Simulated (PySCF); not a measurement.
A mixed set of molecules.

All values: CAM-B3LYP/def2-SVPD (PySCF) at GFN2-xTB geometries, gas phase, one conformer each. Core orbitals are frozen in the response; Δα² is half the sum of the squared differences of the principal polarisabilities.

Problem. Rank by HOMO energy, highest first.
A. `S[SiH]1N[SiH2]N1`
B. `[H]/P=C(/F)C=C`
C. `C=C1C=C/C1=C/C=C\F`
D. `C(=C/C1[C@H]2[C@@H]3[C@H]2[C@@H]3C=1)/F`
E. `N#CC=O`

Solution. D (-7.08 eV), C (-7.42 eV), B (-8.06 eV), A (-8.41 eV), E (-10.81 eV).

Problem. Rank by dipole moment, lowest first.
A. cyanoformaldehyde, `O=CC#N`
B. `[CH:1]#[C:2]/[C:3]([F:4])=[CH:5]/[CH:6]=[CH:7]\[CH:8]=[CH2:9]` with C3–C5–C6–C7 180°, C6–C7–C8–C9 180°
C. `[F:1]/[CH:2]=[CH:3]\[C:4]1=[CH:5][C@@H:6]2[C@@H:7]3[C@H:8]1[C@H:9]23` with C2–C3–C4–C5 180°
D. `[H]/[P:5]=[C:3](\[CH:2]=[CH2:1])[F:4]` with C1–C2–C3–F4 0°
E. `[CH:1]#[C:2]/[CH:3]=[C:4]([F:5])\[CH:6]=[CH:7]\[CH:8]=[CH2:9]` with C3–C4–C6–C7 180°, C6–C7–C8–C9 180°

Solution. C (1.19 D), E (1.53 D), B (1.82 D), D (2.15 D), A (2.34 D).

All values together:

```json
{"SMILES": "C#C/C(F)=C/C=C\\C=C", "formula": "C8H7F", "μ (D)": "1.82", "HOMO (eV)": "-7.38", "LUMO (eV)": "-1.02", "α (Å³)": "18.26", "Δα (Å³)": "22.79", "electrons": "64", "α per electron (Å³)": "0.285"}
{"SMILES": "N#CC=O", "formula": "C2HNO", "μ (D)": "2.34", "HOMO (eV)": "-10.81", "LUMO (eV)": "-2.04", "α (Å³)": "4.54", "Δα (Å³)": "3.09", "electrons": "28", "α per electron (Å³)": "0.162"}
{"SMILES": "S[SiH]1N[SiH2]N1", "formula": "H6N2SSi2", "μ (D)": "1.77", "HOMO (eV)": "-8.41", "LUMO (eV)": "0.60", "α (Å³)": "12.21", "Δα (Å³)": "3.96", "electrons": "64", "α per electron (Å³)": "0.191"}
{"SMILES": "F/C=C\\C1=C[C@@H]2[C@@H]3[C@H]1[C@H]23", "formula": "C8H7F", "μ (D)": "1.19", "HOMO (eV)": "-7.08", "LUMO (eV)": "0.29", "α (Å³)": "13.12", "Δα (Å³)": "7.73", "electrons": "64", "α per electron (Å³)": "0.205"}
{"SMILES": "C=C1C=C/C1=C/C=C\\F", "formula": "C8H7F", "μ (D)": "1.53", "HOMO (eV)": "-7.42", "LUMO (eV)": "-0.32", "α (Å³)": "15.94", "Δα (Å³)": "13.58", "electrons": "64", "α per electron (Å³)": "0.249"}
{"SMILES": "C#C/C=C(F)\\C=C\\C=C", "formula": "C8H7F", "μ (D)": "1.53", "HOMO (eV)": "-7.49", "LUMO (eV)": "-1.11", "α (Å³)": "17.82", "Δα (Å³)": "20.50", "electrons": "64", "α per electron (Å³)": "0.278"}
{"SMILES": "[H]/P=C(/F)C=C", "formula": "C3H4FP", "μ (D)": "2.15", "HOMO (eV)": "-8.06", "LUMO (eV)": "-1.29", "α (Å³)": "10.62", "Δα (Å³)": "9.91", "electrons": "46", "α per electron (Å³)": "0.231"}
```

Conformers: `[CH:1]#[C:2]/[C:3]([F:4])=[CH:5]/[CH:6]=[CH:7]\[CH:8]=[CH2:9]` with C3–C5–C6–C7 180°, C6–C7–C8–C9 180°; `[SH:1][SiH:2]1[NH:3][SiH2:4][NH:5]1` with H–S1–Si2–N3 47°; `[F:1]/[CH:2]=[CH:3]\[C:4]1=[CH:5][C@@H:6]2[C@@H:7]3[C@H:8]1[C@H:9]23` with C2–C3–C4–C5 180°; `[CH2:1]=[C:2]1[CH:3]=[CH:4]/[C:5]1=[CH:6]/[CH:7]=[CH:8]\[F:9]` with C5–C6–C7–C8 180°; `[CH:1]#[C:2]/[CH:3]=[C:4]([F:5])\[CH:6]=[CH:7]\[CH:8]=[CH2:9]` with C3–C4–C6–C7 180°, C6–C7–C8–C9 180°; `[H]/[P:5]=[C:3](\[CH:2]=[CH2:1])[F:4]` with C1–C2–C3–F4 0°.

Problem. How closely does the mean polarisability follow the number of electrons in this set?

Solution. The correlation coefficient is 0.88; α per electron runs from 0.162 to 0.285 Å³.
